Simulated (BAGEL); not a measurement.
# HF/STO-3G (density fitting with qzvpp-jkfit) run of [BCl2]+ (SMILES Cl[B+]Cl)

Aim: the vertical singlet–triplet gap of [BCl2]+ at HF/STO-3G (density fitting with qzvpp-jkfit), from 2 runs. 

The results are computed with BAGEL 1.2.2.

1 further run of the same task is left out (it didn't finish). Runs told in other sessions of the task aren't counted.

### 1 The molecule

The species is [BCl2]+ (3 atoms), meant as a singlet with charge +1. SMILES: `Cl[B+]Cl`. The coordinates come from a GFN2-xTB relaxation.

Bond lengths: Cl1–B2 1.572 Å, B2–Cl3 1.572 Å. Angles: Cl1–B2–Cl3 179.8°.

### 2 A single-point energy at HF/STO-3G (density fitting with qzvpp-jkfit)

Input file hf.json:

```json
{ "bagel": [

{
  "title": "molecule",
  "basis": "sto-3g",
  "df_basis": "qzvpp-jkfit",
  "angstrom": true,
  "geometry": [
    { "atom": "Cl", "xyz": [      -1.238380,       0.766480,      -0.591300 ] },
    { "atom": "B", "xyz": [       0.000740,       0.001360,       0.000550 ] },
    { "atom": "Cl", "xyz": [       1.237640,      -0.767840,       0.590740 ] }
  ]
},

{ "title": "hf", "charge": 1 },

{ "title": "print", "file": "orbitals.molden", "orbitals": true }

]}
```

Run with:

```
BAGEL_NUM_THREADS=1 BAGEL hf.json > hf.out
```

Output:

```text
* using 1 threads per process

  ===============================================================
  ===============================================================

  *** Geometry ***

  { "atom" : "Cl", "xyz" : [     -2.340199,      1.448437,     -1.117395 ] },
  { "atom" : "B", "xyz" : [      0.001398,      0.002570,      0.001039 ] },
  { "atom" : "Cl", "xyz" : [      2.338801,     -1.451007,      1.116337 ] },

  Number of auxiliary basis functions:      331

  Since a DF basis is specified, we compute 2- and 3-index integrals:
    o Being stored without compression. Storage requirement is 0.001 GB

  Number of basis functions:       23
  Number of electrons      :       39

    * METHOD: MOLECULE                             0.06

  *** RHF ***

  === Nuclear Repulsion ===
   105.8835218632

      * DIIS with orbital gradients will be used.

  === RHF iteration (sto-3g) ===
      0       -933.13695154          0.02411813           0.01
      1       -933.24511927          0.01211513           0.01
      2       -933.27004013          0.00084963           0.01
      3       -933.27026712          0.00009766           0.01
      4       -933.27027140          0.00002691           0.01
      5       -933.27027169          0.00000229           0.01
      6       -933.27027170          0.00000025           0.01
      7       -933.27027170          0.00000002           0.01
      8       -933.27027170          0.00000000           0.01
    * SCF iteration converged.

    * Permanent dipole moment:
           (   -0.002099,    -0.002897,    -0.001464) a.u.

    * METHOD: HF                                   0.10

    * METHOD: PRINT                                0.00

  ===============================================================
```

Run time: 0.3 s. Hardware: 1 thread of Arm Neoverse V1, shared host.

### 3 The triplet, same level

Input file hf.json:

```json
{ "bagel": [

{
  "title": "molecule",
  "basis": "sto-3g",
  "df_basis": "qzvpp-jkfit",
  "angstrom": true,
  "geometry": [
    { "atom": "Cl", "xyz": [   -1.238380,    0.766480,   -0.591300 ] },
    { "atom": "B", "xyz": [    0.000740,    0.001360,    0.000550 ] },
    { "atom": "Cl", "xyz": [    1.237640,   -0.767840,    0.590740 ] }
  ]
},
{ "title": "uhf", "charge": 1, "nopen": 2 },
{ "title": "print", "file": "orbitals.molden", "orbitals": true }

]}
```

Run with:

```
BAGEL_NUM_THREADS=1 BAGEL hf.json > hf.out
```

Output:

```text
* using 1 threads per process

  ===============================================================
  ===============================================================

  *** Geometry ***

  { "atom" : "Cl", "xyz" : [     -2.340199,      1.448437,     -1.117395 ] },
  { "atom" : "B", "xyz" : [      0.001398,      0.002570,      0.001039 ] },
  { "atom" : "Cl", "xyz" : [      2.338801,     -1.451007,      1.116337 ] },

  Number of auxiliary basis functions:      331

  Since a DF basis is specified, we compute 2- and 3-index integrals:
    o Being stored without compression. Storage requirement is 0.001 GB

  Number of basis functions:       23
  Number of electrons      :       39

    * METHOD: MOLECULE                             0.06

  *** Open-shell HF ***

  === Nuclear Repulsion ===
   105.8835218632

      * DIIS with orbital gradients will be used.

  === UHF iteration (sto-3g) ===
      0       -932.95924376          0.02127050           0.01
      1       -932.99566102          0.00545978           0.01
      2       -932.99807728          0.00150938           0.01
      3       -932.99841677          0.00063266           0.01
      4       -932.99848392          0.00016538           0.01
      5       -932.99849022          0.00002627           0.01
      6       -932.99849068          0.00001814           0.01
      7       -932.99849091          0.00001599           0.01
      8       -932.99849108          0.00001627           0.01
      9       -932.99849095          0.00001518           0.01
     10       -932.99849054          0.00000970           0.01
     11       -932.99849038          0.00000437           0.01
     12       -932.99849038          0.00000261           0.01
     13       -932.99849038          0.00000097           0.01
     14       -932.99849038          0.00000068           0.01
     15       -932.99849038          0.00000034           0.01
     16       -932.99849038          0.00000027           0.01
     17       -932.99849038          0.00000024           0.01
     18       -932.99849038          0.00000024           0.01
     19       -932.99849038          0.00000023           0.01
     20       -932.99849038          0.00000018           0.01
     21       -932.99849038          0.00000012           0.01
     22       -932.99849038          0.00000006           0.01
     23       -932.99849038          0.00000002           0.01
     24       -932.99849038          0.00000002           0.01
     25       -932.99849038          0.00000001           0.01
    * SCF iteration converged.

    * S^2 (UHF) is 2.0060

    * Permanent dipole moment:
           (   -0.007746,     0.007656,    -0.003384) a.u.

    * METHOD: UHF                                  0.39

    * METHOD: PRINT                                0.00

  ===============================================================
```

Wall time 0.58 s (1 thread of Arm Neoverse V1, shared host).

### 4 What came out

Level: HF/STO-3G (density fitting with qzvpp-jkfit).

```
                                        quantity          value
                           singlet: total energy  -933.27027 Eh
                            singlet: HOMO energy      -20.46 eV
                            singlet: LUMO energy       -3.37 eV
                          singlet: HOMO–LUMO gap       17.09 eV
                           triplet: total energy  -932.99849 Eh
                                   triplet: ⟨S²⟩          2.006
vertical energy of the triplet above the singlet       7.396 eV
```

In words: At this shape the triplet lies 7.40 eV (714 kJ/mol) above the singlet. In a minimal basis such a difference can be off by several eV, whatever the method.
